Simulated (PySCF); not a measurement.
2-methyl-1-butanol, C5H12O.
Structure used (PBE0-D3(BJ)/def2-SVP), in Å, numbered top down from 1:
```xyz
18
C5H12O angstrom
C      2.0900   -0.0023    0.3835
C      0.9010   -0.6134   -0.3405
C     -0.4651   -0.2691    0.2572
C     -1.5785   -1.0252   -0.4612
C     -0.7346    1.2366    0.2580
O     -0.6414    1.8240   -1.0136
H      2.0845   -0.2575    1.4560
H      3.0393   -0.3662   -0.0377
H      2.0979    1.0950    0.2997
H      0.9077   -0.2867   -1.3942
H      1.0045   -1.7119   -0.3577
H     -0.4690   -0.5836    1.3182
H     -1.4162   -2.1129   -0.4197
H     -2.5652   -0.8151   -0.0185
H     -1.6215   -0.7544   -1.5304
H      0.0075    1.7512    0.8874
H     -1.7242    1.4261    0.7224
H     -1.3149    1.4278   -1.5756
```

The closed-shell ground state was solved at several levels (PySCF, density fitting, gas phase, non-relativistic).

```tsv
level	basis functions	HOMO (eV)	LUMO (eV)	gap (eV)	dipole (D)
wB97X-D/def2-SVPD	219	-9.74	2.14	11.88	1.69
B3LYP/pcJ-1	282	-7.43	0.84	8.27	1.62
```

Question: What might PBE0/pcSseg-1 (162 basis functions) give for the same quantities?

Answer: HOMO -7.69 eV, LUMO 1.15 eV, gap 8.84 eV, dipole 1.61 D.

Question: Over all these levels, which gives the widest orbital gap and which the narrowest?

Answer: wB97X-D/def2-SVPD (range-separated hybrid) has the widest, 11.88 eV, and B3LYP/pcJ-1 (global hybrid, 20 % exact exchange) the narrowest, 8.27 eV. Functional and basis both differ between the two, so the spread mixes both effects.

Question: How far do the dipole and the HOMO energy spread over the levels?

Answer: The dipole runs from 1.61 to 1.69 D (mean 1.64 D) and the HOMO from -9.74 to -7.43 eV.

One conformer stands for the species.
